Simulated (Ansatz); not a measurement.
Li₃H₅⁺, relaxed as a doublet with UKS PBE0-D4/def2-TZVP in Ansatz, starting from the GFN2-xTB geometry. Force threshold 0.02 eV/Å.

In the doublet, H6 and H8 lie 0.75 Å apart, H4 and H7 lie 1.00 Å apart (atoms count from 1), so H2 has formed as a molecule. Another isomer (doublet) lies 0.12 eV lower at PBE0-D4/def2-TZVP; other spin states weren't run for this one.

Start:

```tsv
atom	x (Å)	y (Å)	z (Å)
Li1	-0.4265	-1.4482	-2.3860
Li2	0.3907	-0.1511	0.8167
Li3	1.2768	1.3922	-1.3582
H4	-0.5761	-1.6304	-0.8235
H5	0.9994	1.1689	0.1873
H6	-0.8599	0.3410	2.4706
H7	0.4244	-0.0131	-2.1202
H8	-1.2289	0.3408	3.2132
```

**Question.** Estimate the energy that the relaxation releases and the steps that it takes.

**Answer.** 1.06 eV, in 23 steps; 49 s on 4 threads of Intel Xeon on a shared host. The force fell under the threshold at step 21, but the optimiser went on. No frequencies were taken in this run, so the end may be a saddle point.

**Question.** Does the start keep its bonding and symmetry?

**Answer.** Bonds lost: Li3–H7 (atoms count from 1).

**Question.** Predict the relaxed structure.

**Answer.** 
Cartesian coordinates in Å:
```
Li -0.4890 -1.8048 -2.4759
Li -0.2172 0.1185 0.8882
Li 1.4259 1.2587 -1.3182
H -0.2143 -0.8088 -1.1014
H 0.8326 1.2067 0.2214
H -0.6220 0.5393 2.8577
H 0.3270 -0.4308 -1.8513
H -1.0430 -0.0788 2.7795
```
Bond lengths (bridged metal pairs left out): 4 × H–Li 1.65 to 1.72 Å.
